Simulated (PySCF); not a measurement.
# Which functional comes closest?

Molecule: `O=CC1CC1`, C₄H₆O.

Cartesian coordinates in Å; atom numbers follow the order of the lines, from 1:
```xyz
11

O     2.4039   -1.1459    0.1415
C     1.4025   -0.5515    0.4393
C     0.2748   -0.2678   -0.4712
C    -1.1195   -0.2740    0.1163
C    -0.4964    1.0169   -0.2607
H     1.2520   -0.1558    1.4828
H     0.4132   -0.6346   -1.4917
H    -1.9128   -0.6843   -0.5128
H    -1.2175   -0.5160    1.1791
H    -0.8444    1.5299   -1.1601
H    -0.1558    1.6831    0.5377
```

Geometry PBE0-D3(BJ)/def2-SVP throughout; GIAO in PySCF 2.14.0 with density-fitted response routines, gas phase, one conformer, non-relativistic; equivalent atoms averaged; basis pcSseg-2.

Reference values (measured; solution, not stated per compound (mostly CDCl3 or CCl4); Pretsch, Buehlmann, Badertscher, Structure Determination of Organic Compounds, 4th ed. (2009)): δ(C3) = 22.7 ppm, δ(C4/C5) = 7.4 ppm, δ(H7) = 1.79 ppm. Computed shifts are taken against TMS, calculated as an isolated molecule at each level.

Problem. How do the functionals HF, LDA, PBE, BLYP, BP86, OPBE, KT2, KT3, B97-D, B3LYP, PBE0, mPW1PW91, WP04, B97-2, BHandHLYP, CAM-B3LYP, wB97X-D, LC-wPBE perform against the reference? Times are CPU seconds on shared hosts with different chips, so compare them loosely; the GGAs took longer than the global hybrids here, which isn't the general rule, and the cause wasn't traced.

Solution. 
```
functional                    kind    C3  C4/C5    H7  mean abs. error C  abs. error H  core-s
        HF            Hartree–Fock  18.3    2.1  1.53                4.8          0.26      13
       LDA                     LDA  30.8    7.6  1.70                4.2          0.09      31
       PBE                     GGA  28.3    7.7  1.61                3.0          0.18      37
      BLYP                     GGA  28.2    7.4  1.57                2.8          0.22      37
      BP86                     GGA  28.5    7.9  1.60                3.2          0.19      37
      OPBE                     GGA  26.7    8.7  1.63                2.6          0.16      39
       KT2                     GGA  24.8    5.5  1.53                2.0          0.26      64
       KT3                     GGA  24.2    6.4  1.53                1.2          0.26      40
     B97-D                     GGA  27.0    7.7  1.58                2.3          0.21      38
     B3LYP           global hybrid  26.6    6.3  1.59                2.5          0.20      24
      PBE0           global hybrid  26.1    6.3  1.62                2.3          0.17      24
  mPW1PW91           global hybrid  26.2    6.6  1.62                2.2          0.17      24
      WP04           global hybrid  27.6    9.3  1.66                3.4          0.13      21
     B97-2           global hybrid  25.6    6.7  1.61                1.8          0.18      20
 BHandHLYP           global hybrid  23.7    4.5  1.59                2.0          0.20      20
 CAM-B3LYP  range-separated hybrid  26.2    5.4  1.62                2.8          0.17      27
   wB97X-D  range-separated hybrid  26.4    6.5  1.62                2.3          0.17      26
   LC-wPBE  range-separated hybrid  26.4    6.4  1.65                2.3          0.14      36
```

For $^{13}$C the closest is KT3 (1.2 ppm) and the furthest HF (4.8 ppm).

For $^{1}$H the closest is LDA (0.09 ppm) and the furthest KT3 (0.26 ppm). One molecule is a small sample, and vibrational and solvent effects are absent from the calculation.
